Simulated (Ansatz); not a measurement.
Barrier H2P (SMILES [PH2]) + H2 via H4P, on the benchmark's geometries as Psi4's copy gives them; open shells unrestricted, no zero-point energy, no spin–orbit coupling.
Transition structure (charge 0, multiplicity 2):
```xyz
5

P      0.21743     0.00009    -0.11125
H      0.24661     1.03467     0.85216
H      0.26266    -1.02506     0.86162
H     -1.26642    -0.01095    -0.15063
H     -2.50429     0.00003     0.10558
```

Correlated levels freeze the cores. MP2 and its Hartree–Fock in aug-cc-pV(Q+d)Z are density fitted.

Codes used: Ansatz (Gaussian basis) for Hartree–Fock, density functionals and correlated methods. Values without a source in brackets are computed.

The barrier height is − E(H2P) − E(H2) + E(TS). Total energies (hartree):

```json
[
 {"level": "HF/aug-cc-pV(T+d)Z", "H2P": "-341.8894214", "H2": "-1.1330169", "TS": "-342.9740672"},
 {"level": "MP2/aug-cc-pV(T+d)Z", "H2P": "-342.0291359", "H2": "-1.1650093", "TS": "-343.1549148"},
 {"level": "HF/aug-cc-pV(Q+d)Z", "H2P": "-341.8924534", "H2": "-1.1334729", "TS": "-342.9775097"},
 {"level": "MP2/aug-cc-pV(Q+d)Z", "H2P": "-342.0409355", "H2": "-1.1667137", "TS": "-343.1687778"},
 {"level": "CCSD(T)/aug-cc-pV(T+d)Z", "H2P": "-342.0618884", "H2": "-1.1726348", "TS": "-343.1942294"}
]
```

Task: Work out the barrier height at the basis-set limit: extrapolate the MP2 correlation part as X⁻³, take Hartree–Fock from the larger set, and add the CCSD(T) − MP2 difference of aug-cc-pV(T+d)Z.

Result: 
1. Differences (1 hartree = 627.509 kcal/mol): HF/aug-cc-pV(T+d)Z 30.353; MP2/aug-cc-pV(T+d)Z 24.617; HF/aug-cc-pV(Q+d)Z 30.382; MP2/aug-cc-pV(Q+d)Z 24.392; CCSD(T)/aug-cc-pV(T+d)Z 25.285.
2. Correlation parts, MP2 less HF: -5.736 in aug-cc-pV(T+d)Z (X = 3), -5.990 in aug-cc-pV(Q+d)Z (X = 4).
3. Limit (4³·(-5.990) − 3³·(-5.736))/(4³ − 3³) = -6.175; with HF/aug-cc-pV(Q+d)Z it gives 24.207.
4. CCSD(T) less MP2 in aug-cc-pV(T+d)Z: 0.667.
Result: 24.87 kcal/mol, against 24.62 at MP2/aug-cc-pV(T+d)Z. It is an estimate of this method's limit, not of the exact value.

Ansatz is an electronic-structure program.
